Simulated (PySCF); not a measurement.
Simulated C 1s region for `CC1CCCC1` (methylcyclopentane), binding energy against the vacuum level.

Every computed line was given a Gaussian of 0.6 eV full width at half maximum and an area set by the number of equivalent atoms; the highest printed point is 100. Computed, not measured: delta-SCF UKS SCAN, pcX-2 on the ionised atom, pcseg-1 elsewhere, spin-free X2C in PySCF 2.14.0.

binding energy (eV), intensity and a bar:
```
    289.3          0 
    289.4          1 
    289.5          2 
    289.6          5 #
    289.7         11 ###
    289.8         24 #######
    289.9         42 #############
    290.0         65 ###################
    290.1         86 ##########################
    290.2        100 ##############################
    290.3        100 ##############################
    290.4         87 ##########################
    290.5         66 ####################
    290.6         43 #############
    290.7         25 #######
    290.8         12 ####
    290.9          5 ##
    291.0          2 #
    291.1          1 
    291.2          0
```

**Question.** How many maxima does the curve show, and how many computed lines lie under it?

**Answer.** The curve has 1 maximum (at 290.2 eV). Under it lie 4 lines from 4 inequivalent carbon sites. At this width some lines have no maximum of their own.

**Question.** Decompose the envelope and assign each component. Numbering: `[CH3:1][CH:2]1[CH2:3][CH2:4][CH2:5][CH2:6]1`.

**Answer.** 
```
position (eV)  relative area  line  atoms      environment
       290.17              2  C 1s  C3/C6  ring CH2 carbon
       290.25              2  C 1s  C4/C5  ring CH2 carbon
       290.28              1  C 1s     C2    sp3 CH carbon
       290.39              1  C 1s     C1    methyl carbon
```

The 4 C 1s values lie within 0.22 eV of each other; Gaussian lines of 0.5 eV full width would blend them into one maximum.

The curve has no shake-up lines and no vibrational structure. Atoms equivalent by their bonding share one computed value, that of the first of them. Geometry: PBE0-D3(BJ)/def2-SVP, one conformer, isolated molecule.

On one thread, Arm Neoverse V1 (aarch64), no GPU (shared host), this took 59 s wall and 0.55 GiB of memory at its peak.
